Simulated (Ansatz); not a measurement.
A made-up structure of Si2H3S (charge +1), closed shell:

| atom | x (Å) | y (Å) | z (Å) |
| --- | --- | --- | --- |
| Si1 | -1.0725 | 1.2423 | -0.2268 |
| Si2 | 0.8565 | 0.3167 | 0.3804 |
| S3 | -0.9080 | -0.7688 | -0.4692 |
| H4 | -1.8571 | -1.6073 | -0.9649 |
| H5 | 1.9872 | 0.6239 | -0.5110 |
| H6 | 1.0773 | 0.2668 | 1.8351 |

It is relaxed with PBE-D4/def2-SVP and then PBE0-D4/def2-TZVP (Ansatz 0.2.0). Atoms count as bonded within 1.22 times the sum of their covalent radii (H–H: 0.88 Å). The end point is not checked to be a true minimum.

**Question.** Does its bonding change? (Judge from chemistry; the calculation decides.)

**Answer.** The calculation gives: No: no bond forms or breaks.

Where it ends: The first stage lowers the energy by 1.11 eV in 18 steps. It ends as Si₂H₃S ([Si]1[SiH2][SH]1), total charge +1:
Si1  (-1.298, 1.422, -0.327)
Si2  (0.729, 0.417, 0.345)
S3  (-1.099, -0.878, 0.123)
H4  (-1.063, -1.173, -1.197)
H5  (1.734, 0.039, -0.671)
H6  (1.081, 0.246, 1.769)
(Å)

Labels in which every atom is bracketed show which atoms are joined, not bond orders.

For scale, one of the runs: PBE0-D4/def2-TZVP relaxation, 129 basis functions, launched by `ansatz run in.yaml --threads 2 --pin off --events-out ev --progress --plain --max-ram 4352MiB`. Hardware: 2 CPU threads of an Arm Neoverse V2, shared host. Wall time about 12 s.
